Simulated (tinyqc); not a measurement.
Inside a calculation. Method: UKS/PBE in the sto-6g basis, for BH2, spin multiplicity 2. One step of it, computed by the program tinyqc.

Task: Iteration 1: diagonalisation and new density. Diagonalise F' = X^T F X, C = X C', fill 4 alpha and 3 beta electrons from the bottom; D(s) = C_occ C_occ^T. Each column has its largest component positive (the first on a tie).

F(alpha) (hartree), order 1B 1s, 1B 2s, 1B 2px, 1B 2py, 1B 2pz, 2H 1s, 3H 1s:
$$\begin{pmatrix}
-6.306111 & -1.826351 & 0.000000 & -0.000129 & -0.000372 & -0.194046 & -0.155138 \\
-1.826351 & -0.746247 & 0.000000 & -0.004004 & -0.014907 & -0.215860 & -0.185652 \\
0.000000 & 0.000000 & 0.019247 & 0.000000 & 0.000000 & 0.000000 & 0.000000 \\
-0.000129 & -0.004004 & 0.000000 & -0.014781 & -0.002650 & -0.145717 & 0.130622 \\
-0.000372 & -0.014907 & 0.000000 & -0.002650 & 0.008813 & -0.081312 & -0.072982 \\
-0.194046 & -0.215860 & 0.000000 & -0.145717 & -0.081312 & -0.172436 & -0.024575 \\
-0.155138 & -0.185652 & 0.000000 & 0.130622 & -0.072982 & -0.024575 & -0.160641
\end{pmatrix}$$

F(beta) (hartree), order 1B 1s, 1B 2s, 1B 2px, 1B 2py, 1B 2pz, 2H 1s, 3H 1s:
$$\begin{pmatrix}
-6.159120 & -1.807712 & 0.000000 & -0.000125 & -0.000380 & -0.191919 & -0.153444 \\
-1.807712 & -0.717924 & 0.000000 & -0.003884 & -0.014510 & -0.208334 & -0.179255 \\
0.000000 & 0.000000 & 0.047126 & 0.000000 & 0.000000 & 0.000000 & 0.000000 \\
-0.000125 & -0.003884 & 0.000000 & 0.014114 & -0.002575 & -0.138048 & 0.123999 \\
-0.000380 & -0.014510 & 0.000000 & -0.002575 & 0.037001 & -0.077052 & -0.069300 \\
-0.191919 & -0.208334 & 0.000000 & -0.138048 & -0.077052 & -0.144565 & -0.023961 \\
-0.153444 & -0.179255 & 0.000000 & 0.123999 & -0.069300 & -0.023961 & -0.133042
\end{pmatrix}$$

X, order 1B 1s, 1B 2s, 1B 2px, 1B 2py, 1B 2pz, 2H 1s, 3H 1s:
$$\begin{pmatrix}
-0.423007 & 0.153821 & 0.696131 & 0.000000 & -0.557243 & -0.061059 & 0.283814 \\
0.896893 & -0.251697 & -0.284117 & 0.000000 & -0.260040 & -0.085930 & 0.508017 \\
0.000000 & 0.000000 & 0.000000 & 1.000000 & 0.000000 & 0.000000 & 0.000000 \\
0.276873 & 0.864415 & -0.015301 & 0.000000 & -0.003796 & 0.604580 & 0.088835 \\
0.376933 & -0.090771 & 0.659006 & 0.000000 & 0.656624 & -0.028165 & 0.208108 \\
-0.788285 & -0.477829 & -0.251454 & 0.000000 & 0.206537 & 0.354899 & 0.420017 \\
-0.371249 & 0.783761 & -0.287967 & 0.000000 & 0.232006 & -0.469301 & 0.289637
\end{pmatrix}$$

Give: F' = X^T F X; orbital energies; coefficients C; F' = X^T F X; orbital energies; coefficients C; D(alpha) after iteration 1; D(beta) after iteration 1.

Result:

F' = X^T F X (alpha) (hartree):
$$\begin{pmatrix}
-0.1427 & 0.1564 & 0.8332 & 0.0000 & -0.7363 & -0.0790 & 0.5247 \\
0.1564 & 0.1289 & -0.3508 & 0.0000 & 0.3242 & 0.1180 & -0.2172 \\
0.8332 & -0.3508 & -2.2888 & 0.0000 & 2.3611 & 0.3093 & -1.5967 \\
0.0000 & 0.0000 & 0.0000 & 0.0192 & 0.0000 & 0.0000 & 0.0000 \\
-0.7363 & 0.3242 & 2.3611 & 0.0000 & -2.4610 & -0.3300 & 1.7138 \\
-0.0790 & 0.1180 & 0.3093 & 0.0000 & -0.3300 & -0.2413 & 0.2447 \\
0.5247 & -0.2172 & -1.5967 & 0.0000 & 1.7138 & 0.2447 & -1.5262
\end{pmatrix}$$

orbital energies (alpha) (hartree): MO1 -6.3107, MO2 -0.3105, MO3 -0.2100, MO4 -0.0558, MO5 0.0192, MO6 0.1395, MO7 0.2163

coefficients C (alpha), order 1B 1s, 1B 2s, 1B 2px, 1B 2py, 1B 2pz, 2H 1s, 3H 1s:
$$\begin{pmatrix}
0.9918 & -0.2199 & -0.0159 & -0.1736 & 0.0000 & -0.1337 & -0.0410 \\
0.0304 & 0.6870 & 0.0593 & 0.6705 & 0.0000 & 0.5667 & 0.1855 \\
0.0000 & 0.0000 & 0.0000 & 0.0000 & 1.0000 & 0.0000 & 0.0000 \\
0.0004 & 0.0298 & -0.4284 & -0.0217 & 0.0000 & -0.2344 & 0.9786 \\
0.0016 & 0.0962 & 0.0016 & -0.6415 & 0.0000 & 0.7777 & 0.1849 \\
-0.0054 & 0.3940 & -0.4983 & -0.3627 & 0.0000 & -0.4393 & -0.7279 \\
-0.0048 & 0.3168 & 0.5686 & -0.3886 & 0.0000 & -0.6799 & 0.3950
\end{pmatrix}$$

F' = X^T F X (beta) (hartree):
$$\begin{pmatrix}
-0.0982 & 0.1512 & 0.8063 & 0.0000 & -0.7121 & -0.0759 & 0.5106 \\
0.1512 & 0.1613 & -0.3407 & 0.0000 & 0.3151 & 0.1175 & -0.2118 \\
0.8063 & -0.3407 & -2.2086 & 0.0000 & 2.3155 & 0.3037 & -1.5693 \\
0.0000 & 0.0000 & 0.0000 & 0.0471 & 0.0000 & 0.0000 & 0.0000 \\
-0.7121 & 0.3151 & 2.3155 & 0.0000 & -2.3936 & -0.3251 & 1.6904 \\
-0.0759 & 0.1175 & 0.3037 & 0.0000 & -0.3251 & -0.2133 & 0.2421 \\
0.5106 & -0.2118 & -1.5693 & 0.0000 & 1.6904 & 0.2421 & -1.4854
\end{pmatrix}$$

orbital energies (beta) (hartree): MO1 -6.1651, MO2 -0.2811, MO3 -0.1826, MO4 -0.0263, MO5 0.0471, MO6 0.1705, MO7 0.2470

coefficients C (beta), order 1B 1s, 1B 2s, 1B 2px, 1B 2py, 1B 2pz, 2H 1s, 3H 1s:
$$\begin{pmatrix}
0.9905 & -0.2209 & -0.0157 & -0.1762 & 0.0000 & -0.1378 & -0.0426 \\
0.0351 & 0.6792 & 0.0579 & 0.6702 & 0.0000 & 0.5750 & 0.1897 \\
0.0000 & 0.0000 & 0.0000 & 0.0000 & 1.0000 & 0.0000 & 0.0000 \\
0.0004 & 0.0297 & -0.4283 & -0.0217 & 0.0000 & -0.2383 & 0.9777 \\
0.0019 & 0.0977 & 0.0021 & -0.6482 & 0.0000 & 0.7715 & 0.1868 \\
-0.0063 & 0.3993 & -0.4977 & -0.3549 & 0.0000 & -0.4383 & -0.7298 \\
-0.0056 & 0.3225 & 0.5692 & -0.3798 & 0.0000 & -0.6833 & 0.3922
\end{pmatrix}$$

D(alpha) after iteration 1, order 1B 1s, 1B 2s, 1B 2px, 1B 2py, 1B 2pz, 2H 1s, 3H 1s:
$$\begin{pmatrix}
1.0624 & -0.2382 & 0.0000 & 0.0044 & 0.0918 & -0.0212 & -0.0160 \\
-0.2382 & 0.9261 & 0.0000 & -0.0194 & -0.3639 & -0.0022 & -0.0093 \\
0.0000 & 0.0000 & 0.0000 & 0.0000 & 0.0000 & 0.0000 & 0.0000 \\
0.0044 & -0.0194 & 0.0000 & 0.1849 & 0.0161 & 0.2331 & -0.2257 \\
0.0918 & -0.3639 & 0.0000 & 0.0161 & 0.4208 & 0.2698 & 0.2807 \\
-0.0212 & -0.0022 & 0.0000 & 0.2331 & 0.2698 & 0.5351 & -0.0175 \\
-0.0160 & -0.0093 & 0.0000 & -0.2257 & 0.2807 & -0.0175 & 0.5747
\end{pmatrix}$$

D(beta) after iteration 1, order 1B 1s, 1B 2s, 1B 2px, 1B 2py, 1B 2pz, 2H 1s, 3H 1s:
$$\begin{pmatrix}
1.0302 & -0.1162 & 0.0000 & 0.0006 & -0.0198 & -0.0866 & -0.0857 \\
-0.1162 & 0.4659 & 0.0000 & -0.0046 & 0.0665 & 0.2422 & 0.2518 \\
0.0000 & 0.0000 & 0.0000 & 0.0000 & 0.0000 & 0.0000 & 0.0000 \\
0.0006 & -0.0046 & 0.0000 & 0.1844 & 0.0020 & 0.2251 & -0.2343 \\
-0.0198 & 0.0665 & 0.0000 & 0.0020 & 0.0095 & 0.0379 & 0.0327 \\
-0.0866 & 0.2422 & 0.0000 & 0.2251 & 0.0379 & 0.4073 & -0.1545 \\
-0.0857 & 0.2518 & 0.0000 & -0.2343 & 0.0327 & -0.1545 & 0.4280
\end{pmatrix}$$
